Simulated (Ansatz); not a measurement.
fcc Ir, treated with r²SCAN+rVV10 (Ansatz, an electronic-structure program, PAW).

Settings: plane-wave cutoff 560 eV, 24×24×24 k mesh, Fermi–Dirac smearing 0.05 eV, no spin polarisation, scalar-relativistic PAW data made under PBE.

Cell (relaxed at this level):

Space group Fm-3m (No. 225); a = 3.833 Å, b = 3.833 Å, c = 3.833 Å, α = 90.00°, β = 90.00°, γ = 90.00°

| atom | site | symmetry | x | y | z |
|---|---|---|---|---|---|
| Ir | 4a | m-3m | 0.0000 | 0.0000 | 0.0000 |
(The calculation used a cell of 1 atom; values per cell refer to that cell.)

Q: What does this level give for the bulk modulus and pressure derivative B′ of the bulk modulus?

A: 
bulk modulus: 389 GPa
pressure derivative B′ of the bulk modulus: 5.0

The run finds no gap.

Measured, for comparison: bulk modulus 365 GPa (corrected for temperature and zero-point phonon effects; as tabulated in Levämäki et al. (2014), arXiv:1402.3671). Computed (rounded) less measured: bulk modulus +7 %.

Spin–orbit coupling is not included.

Static lattice: no zero-point or thermal effects.
